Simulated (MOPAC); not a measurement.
MOPAC input (AM1):

```
AM1 1SCF UHF MS=0.5 GEO-OK AUX(PRECISION=9) THREADS=1
C2Cl3

C     0.00870368 1    0.24236856 1    1.01481407 1
C    -0.00086318 1    0.31258279 1   -0.29157606 1
Cl    0.01236969 1   -0.93835860 1    2.16987396 1
Cl   -0.01462855 1   -1.09299102 1   -1.31673384 1
Cl   -0.00050837 1    1.83548443 1   -1.10840059 1
```

From the last part of the output:

```
                                                       MOPAC v23.2.5 Linux

          FINAL HEAT OF FORMATION =         79.04575 KCAL/MOL =     330.72742 KJ/MOL

          COSMO AREA              =        129.92 SQUARE ANGSTROMS
          COSMO VOLUME            =        118.18 CUBIC ANGSTROMS

          IONIZATION POTENTIAL    =          8.967453 EV
          ALPHA SOMO LUMO (EV)    =         -9.084 -0.692
          BETA  SOMO LUMO (EV)    =         -8.967 -3.102
          NO. OF ALPHA ELECTRONS  =         15
          NO. OF BETA  ELECTRONS  =         14
          MOLECULAR WEIGHT        =        130.3810         POINT GROUP:  Cs

          MOLECULAR DIMENSIONS (Angstroms)

            Atom       Atom       Distance
           Cl     5   Cl     3     4.29435
           Cl     4    C     1     2.52551
           Cl     3    C     1     0.00000

          SCF CALCULATIONS        =          1

   ATOM   CHEMICAL          X               Y               Z
  NUMBER   SYMBOL      (ANGSTROMS)     (ANGSTROMS)     (ANGSTROMS)

     1       C          0.00870368  *   0.24236856  *   1.01481407  *
     2       C         -0.00086318  *   0.31258279  *  -0.29157606  *
     3      Cl          0.01236969  *  -0.93835860  *   2.16987396  *
     4      Cl         -0.01462855  *  -1.09299102  *  -1.31673384  *
     5      Cl         -0.00050837  *   1.83548443  *  -1.10840059  *

                             CARTESIAN COORDINATES

   1    C        0.008703680     0.242368560     1.014814070
   2    C       -0.000863180     0.312582790    -0.291576060
   3   Cl        0.012369690    -0.938358600     2.169873960
   4   Cl       -0.014628550    -1.092991020    -1.316733840
   5   Cl       -0.000508370     1.835484430    -1.108400590

           Empirical Formula: C2 Cl3  =     5 atoms

      MOLECULAR POINT GROUP   :   Cs

          ALPHA EIGENVALUES
 -39.27986 -38.88462 -38.02979 -32.87324 -22.74533 -18.02504 -17.09071 -15.83991
 -13.83607 -13.64386 -13.07676 -12.96888 -12.49289 -10.75281  -9.08420  -0.69164
  -0.22621   0.21967   1.67507   3.90238

           BETA EIGENVALUES
 -39.00214 -38.68995 -37.83593 -31.98516 -22.35743 -17.84993 -16.93540 -14.71804
 -13.60209 -13.28118 -12.91406 -12.45403 -12.44997  -8.96745  -3.10210  -0.22118
   0.59956   1.07149   1.89967   4.16102

              NET ATOMIC CHARGES AND DIPOLE CONTRIBUTIONS

  ATOM NO.   TYPE          CHARGE      No. of ELECS.   s-Pop       p-Pop
    1          C          -0.216892        4.2169     1.47916     2.73773
    2          C           0.039499        3.9605     1.27017     2.69033
    3         Cl           0.136247        6.8638     1.97878     4.88497
    4         Cl          -0.050717        7.0507     1.98606     5.06465
    5         Cl           0.091864        6.9081     1.98481     4.92332
 DIPOLE           X         Y         Z       TOTAL
 POINT-CHG.     0.002     0.269     0.139     0.303
 HYBRID        -0.010    -1.155    -0.798     1.404
 SUM           -0.008    -0.886    -0.658     1.104

          ATOMIC ORBITAL ELECTRON POPULATIONS

     Atom    s        px        py        pz
    1  C   1.47916   0.46905   1.30862   0.96006
    2  C   1.27017   0.93019   0.87233   0.88781
    3 Cl   1.97878   1.81716   1.55768   1.51013
    4 Cl   1.98606   1.88691   1.43452   1.74323
    5 Cl   1.98481   1.89671   1.25622   1.77039

                    (SZ)    =    0.500000
                    (S**2)  =    0.758018

          ATOMIC ORBITAL SPIN POPULATIONS

    Atom   Total    s     px     py     pz
         Atomic
    1  C  0.1437  0.019  0.181 -0.038 -0.018
    2  C  0.6203  0.039  0.539  0.024  0.018
    3 Cl  0.0995  0.000  0.093  0.014 -0.007
    4 Cl  0.0844  0.001  0.098 -0.012 -0.003
    5 Cl  0.0521  0.001  0.089 -0.028 -0.010

 **********************
 *                    *
 * JOB ENDED NORMALLY *
 *                    *
 **********************

 == MOPAC DONE ==
```
